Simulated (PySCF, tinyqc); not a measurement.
Inside a calculation. Method: RHF in the sto-3g basis, for CH2, spin multiplicity 1. The lowest restricted solution is unstable here: a spin-polarised one lies 0.0282 hartree lower (PySCF). One step of it, computed by the program tinyqc.

Task: Iteration 1: diagonalisation and new density. Diagonalise F' = X^T F X, C = X C', fill 4 alpha and 4 beta electrons from the bottom; D = 2 C_occ C_occ^T. Each column has its largest component positive (the first on a tie).

Fock matrix F (hartree), order 1C 1s, 1C 2s, 1C 2px, 1C 2py, 1C 2pz, 2H 1s, 3H 1s:
```
[[-10.546915, -2.868632, 0.000000, -0.001918, -0.020490, -0.415737, -0.344600],
 [-2.868632, -1.167365, 0.000000, -0.005666, -0.075193, -0.473848, -0.423774],
 [0.000000, 0.000000, 0.475137, 0.000000, 0.000000, 0.000000, 0.000000],
 [-0.001918, -0.005666, 0.000000, -0.047461, -0.002953, -0.295768, 0.279595],
 [-0.020490, -0.075193, 0.000000, -0.002953, -0.035344, -0.177915, -0.164943],
 [-0.415737, -0.473848, 0.000000, -0.295768, -0.177915, -0.256792, -0.096315],
 [-0.344600, -0.423774, 0.000000, 0.279595, -0.164943, -0.096315, -0.230659]]
```

X, order 1C 1s, 1C 2s, 1C 2px, 1C 2py, 1C 2pz, 2H 1s, 3H 1s:
```
[[1.026027, -0.142473, 0.000000, -0.001181, -0.006774, 0.021465, 0.019402],
 [-0.142473, 1.135694, 0.000000, 0.012544, 0.057188, -0.221000, -0.188485],
 [0.000000, 0.000000, 1.000000, 0.000000, 0.000000, 0.000000, 0.000000],
 [-0.001181, 0.012544, 0.000000, 1.090442, 0.005849, -0.200102, 0.176197],
 [-0.006774, 0.057188, 0.000000, 0.005849, 1.029348, -0.112718, -0.098443],
 [0.021465, -0.221000, 0.000000, -0.200102, -0.112718, 1.128232, -0.013653],
 [0.019402, -0.188485, 0.000000, 0.176197, -0.098443, -0.013653, 1.099844]]
```

Give: F' = X^T F X; orbital energies; coefficients C; D after iteration 1.

Result:

F' = X^T F X (hartree):
```
[[-10.3149, -1.5524, 0.0000, -0.0047, -0.0362, -0.0114, 0.0020],
 [-1.5524, -0.4469, 0.0000, 0.0167, 0.0380, -0.3374, -0.2947],
 [0.0000, 0.0000, 0.4751, 0.0000, 0.0000, 0.0000, 0.0000],
 [-0.0047, 0.0167, 0.0000, 0.1696, 0.0086, -0.3483, 0.3186],
 [-0.0362, 0.0380, 0.0000, 0.0086, 0.0288, -0.1846, -0.1640],
 [-0.0114, -0.3374, 0.0000, -0.3483, -0.1846, 0.0284, -0.0410],
 [0.0020, -0.2947, 0.0000, 0.3186, -0.1640, -0.0410, -0.0009]]
```

orbital energies (hartree): [-10.5540, -0.5943, -0.3625, -0.0623, 0.4379, 0.4751, 0.5993]

coefficients C, order 1C 1s, 1C 2s, 1C 2px, 1C 2py, 1C 2pz, 2H 1s, 3H 1s:
```
[[0.9926, -0.2033, 0.0071, 0.1333, 0.1644, 0.0000, -0.0507],
 [0.0300, 0.6521, -0.0330, -0.5455, -0.7793, 0.0000, 0.2565],
 [0.0000, 0.0000, 0.0000, 0.0000, 0.0000, 1.0000, 0.0000],
 [0.0006, 0.0141, 0.5235, 0.0048, 0.2518, 0.0000, 0.9605],
 [0.0040, 0.1588, -0.0050, 0.8192, -0.5993, 0.0000, 0.1725],
 [-0.0061, 0.3574, 0.4522, 0.1842, 0.5225, 0.0000, -0.8579],
 [-0.0053, 0.3184, -0.4915, 0.1925, 0.8428, 0.0000, 0.4429]]
```

D after iteration 1, order 1C 1s, 1C 2s, 1C 2px, 1C 2py, 1C 2pz, 2H 1s, 3H 1s:
```
[[2.0887, -0.3514, 0.0000, 0.0042, 0.1617, -0.1018, -0.0956],
 [-0.3514, 1.4496, 0.0000, -0.0214, -0.6860, 0.2350, 0.2373],
 [0.0000, 0.0000, 0.0000, 0.0000, 0.0000, 0.0000, 0.0000],
 [0.0042, -0.0214, 0.0000, 0.5486, 0.0071, 0.4853, -0.5039],
 [0.1617, -0.6860, 0.0000, 0.0071, 1.3927, 0.4107, 0.4215],
 [-0.1018, 0.2350, 0.0000, 0.4853, 0.4107, 0.7323, -0.1459],
 [-0.0956, 0.2373, 0.0000, -0.5039, 0.4215, -0.1459, 0.7601]]
```
